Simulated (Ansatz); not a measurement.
```yaml
crystal:
  periodic: [false, false, false]
  atoms:
    - {symbol: O, position_ang: [-1.512866, -0.509888, 2.312834]}
    - {symbol: C, position_ang: [-0.840423, -0.287008, 1.290968]}
    - {symbol: O, position_ang: [-0.875030, -1.072225, 0.111718]}
    - {symbol: C, position_ang: [0.193011, -0.614445, -0.824224]}
    - {symbol: C, position_ang: [0.546990, 0.843258, -0.273268]}
    - {symbol: O, position_ang: [0.069718, 0.788667, 1.139344]}
    - {symbol: H, position_ang: [1.081320, -1.338533, -0.758332]}
    - {symbol: H, position_ang: [-0.221325, -0.613258, -1.890119]}
    - {symbol: H, position_ang: [1.666644, 1.075950, -0.279332]}
    - {symbol: H, position_ang: [-0.020786, 1.673616, -0.826333]}
basis:
  gaussian: {orbitals: def2-mTZVPP}
magnetization: {spin_polarized: true, initial_magnetization: 6}
hamiltonian: {xc: {name: PBE}, dispersion: d3bj}
scf: {lower_state_search: off}
output: {forces: true}
```

```sh
$ ansatz run in.yaml --threads 4 --pin off --events-out ev --progress --plain --max-ram 10444MiB
```

Shortened log:

```
Functional definition: PBE
1237 factors; their error is unknown
mean field evaluation 1: about -9278.4877 eV, gradient 4.6e1 eV
mean field evaluation 2: about -9203.3164 eV, gradient 1.1e2 eV
mean field evaluation 4: about -9275.2425 eV, gradient 4.7e1 eV
mean field evaluation 8: about -9288.8207 eV, gradient 1.8e-1 eV
mean field evaluation 16: about -9289.0846 eV, gradient 1.3e-2 eV
mean field -9289.08458412 eV, -341.3675620986 hartree, gradient 2.5e-6 eV, S^2 12.007600; 0 other end points of the search recorded, 0 dependent functions left out
reference -9289.08462232 eV, -341.3675635024 hartree; 26, 20 occupied and 123, 129 virtual orbitals, 1237 factors
Total energy: -9289.26646173 eV, -341.3742459777 hartree
Atom 0 at    -1.512866    -0.509888     2.312834 Å, force    -4.129289    -1.368771     6.275581 eV/Å
Atom 1 at    -0.840423    -0.287008     1.290968 Å, force     2.316426     0.768424    -3.519713 eV/Å
Atom 2 at    -0.875030    -1.072225     0.111718 Å, force    -3.985010    -5.710279    -1.851877 eV/Å
Atom 3 at     0.193011    -0.614445    -0.824224 Å, force     3.274881     4.418008    -2.593859 eV/Å
Atom 4 at     0.546990     0.843258    -0.273268 Å, force     1.802574    -2.734511    -5.123435 eV/Å
Atom 5 at     0.069718     0.788667     1.139344 Å, force     2.192330     5.115168     4.576011 eV/Å
Atom 6 at     1.081320    -1.338533    -0.758332 Å, force    -0.720531     0.595845    -0.011789 eV/Å
Atom 7 at    -0.221325    -0.613258    -1.890119 Å, force     0.151290    -0.509123     1.312340 eV/Å
Atom 8 at     1.666644     1.075950    -0.279332 Å, force    -1.327852     0.118939     0.476022 eV/Å
Atom 9 at    -0.020786     1.673616    -0.826333 Å, force     0.425183    -0.693700     0.460720 eV/Å
Dipole moment:     0.180980     0.059972    -0.274946 e Å
Checks for a lower state left out: stability, starts, cluster_reference, orbital_swaps, neighbouring_geometries, increment
```

In this input the spin is set far too high for this molecule. Self-consistency was reached. The result belongs to that input, not to the molecule as meant.
